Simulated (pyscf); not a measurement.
methane (CH₄) + trichlorosilane (Cl–SiH(Cl)–Cl) → H₃C–SiH(Cl)–Cl + hydrogen chloride (HCl) (four-centre exchange; singlet surface; C–H, Cl–Si broken, C–Si, Cl–H formed). Single points on ωB97X-D3(BJ)/def2-SVP structures (PySCF, gas phase). Energies in kcal/mol from the separated reactants.

| level | barrier | reaction energy |
|---|---|---|
| ωB97X-D3(BJ)/def2-TZVP | 65.4 | +22.4 |
| PBE/def2-TZVP | 59.7 | +21.7 |
| PBE0-D3(BJ)/def2-TZVP | 60.8 | +21.4 |
| M06-2X/def2-TZVP | 65.2 | +22.2 |
| ωB97M-D3(BJ)/def2-TZVP | 65.4 | +21.3 |
| HF/def2-TZVP | 89.5 | +22.5 |

The functionals in the table span 5.7 kcal/mol in this barrier, from PBE to ωB97M-D3(BJ). This is the saddle that the search found; another between the same sides may lie lower.
